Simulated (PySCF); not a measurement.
# Computed data sheet: trans-2,3-dimethylthiirane, `C[C@@H]1S[C@H]1C`

Species: trans-2,3-dimethylthiirane, C4H8S.
Cartesian coordinates in Å at the PBE0-D3(BJ)/def2-SVP level; atoms count from 1:
```xyz
13
C4H8S angstrom
C      1.855    0.477    0.459
C      0.660   -0.395    0.193
S      0.359   -0.953   -1.514
C     -0.571    0.160   -0.413
C     -1.932   -0.272    0.056
H      1.757    0.977    1.437
H      1.956    1.245   -0.321
H      2.782   -0.115    0.474
H      0.495   -1.190    0.933
H     -0.503    1.212   -0.719
H     -1.926   -1.334    0.342
H     -2.685   -0.137   -0.734
H     -2.247    0.326    0.928
```

Some functional groups and rings: sulfide.

**PBE0-D3(BJ)/def2-SVP geometry optimisation, gas phase (PySCF)**

| Quantity | Value |
| --- | --- |
| Point group | C2 |
| Rotational constants A, B, C | 5.429, 3.516, 2.381 GHz |

PBE0/def2-SVPD ground state, ΔSCF and vertical TDDFT (core frozen in the response) (PySCF):

| Quantity | Value |
| --- | --- |
| Dipole moment | 2.25 D |
| HOMO energy | -6.46 eV |
| LUMO energy | 0.16 eV |
| HOMO–LUMO gap | 6.62 eV |
| Lowest singlet excitation | 4.88 eV (254 nm, f = 0.000) |
| Strongest line among the 10 lowest singlet transitions | S7 at 7.55 eV (164 nm, f = 0.056) |
| Lowest triplet excitation (Tamm–Dancoff) | 4.44 eV |
| Static isotropic polarisability | 69.3 au |
| Vertical ionisation energy | 8.62 eV |
| Electronic spatial extent ⟨r²⟩ about the centre of nuclear charge | 576 bohr² |

**PBE0/pcSseg-1 ground state and GIAO shieldings, non-relativistic (PySCF)**

| Item | Value |
| --- | --- |
| Lowest Hirshfeld atomic charge | -0.12 e on C1/C5 |
| Highest Hirshfeld atomic charge | +0.05 e on H8/H9/H10/H12 |
| 13C chemical shifts (computed TMS as zero) by class | 41.5 (C2/C4), 23.9 (C1/C5) ppm |
| 1H chemical shifts (computed TMS as zero) by class | 2.19 (H9/H10), 1.39 (H6/H7/H8/H11/H12/H13) ppm |
| Isotropic shieldings of nuclei other than C and H, by class | 644 (S3) ppm |
| Mayer bond orders between heavy atoms | C1–C2 1.01, C2–S3 0.95, S3–C4 0.95, C4–C5 1.01, C4–C2 0.91 |

Monoisotopic mass (most abundant isotopes): 88.0347 u.

The ΔSCF ionisation energy exceeds −ε(HOMO) by 2.16 eV with PBE0. With B = h/(8π²I), that is 505.379 GHz u Å² over I, the principal moments of inertia are 93.1, 143.7 and 212.3 u Å² (most abundant isotopes); the inertial defect Ic − Ia − Ib is -24.5 u Å² (zero for a rigid planar frame, negative otherwise). The rotational constants make it an asymmetric top with κ = (2B − A − C)/(A − C) = -0.25, nearer the prolate limit (−1). The largest Löwdin shares of the HOMO are 0.75 on S3, 0.08 on C4 and 0.08 on C2.

 NMR classes are plain means over equivalent atoms (diastereotopic ones count apart unless rotation or inversion swaps them), as if these changed places fast; in this geometry the members of some classes differ.
